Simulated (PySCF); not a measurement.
C₂H₂F₂O.
Bonds: O1–C2 (double), C2–C3, C3–F4, C3–F5. Hydrogens: H6 on C2; H7 on C3.

Computed, not measured: MP2 and CCSD/aug-cc-pVDZ in PySCF, restricted Hartree–Fock reference, frozen core, non-relativistic, gas phase, PBE0-D3(BJ)/def2-SVP geometry.

E(HF) = -350.66636 Eh.

Task: How large is the problem?

Result: 133 basis functions and 40 electrons; 5 orbitals frozen, which leaves o = 15 correlated occupied and v = 113 virtual orbitals. That is o·v = 1695 singles and o·v(o·v + 1)/2 = 1437360 distinct closed-shell doubles amplitudes before symmetry; the costliest CCSD step grows as o²v⁴ = 3.7 × 10^10.

Task: What are the MP2 and CCSD correlation energies?

Result: MP2 -0.8642 Eh and CCSD -0.8847 Eh, which gives totals of -351.53056 and -351.55103 Eh. That is 0.802 eV for each correlated electron at CCSD (2323 kJ/mol in all, 0.252 % of the total energy); MP2 gives 97.7 % of the CCSD value.

Task: What is the T1 diagnostic?

Result: 0.0152, below the customary warning level of 0.02. It is the norm of the spatial-orbital singles amplitudes over the root of the number of correlated electrons, so the norm is 0.083.

Task: How does correlation change the dipole moment?

Result: HF gives 0.72 D and CCSD (unrelaxed density) 0.50 D, a change of -0.22 D; the two vectors are 6° apart.

No triples correction and no basis-set extrapolation were made.

Shape of the structure used: `[O:1]=[CH:2][CH:3]([F:4])[F:5]`: O1–C2–C3–F4 -113°.

One conformer stands for the species.
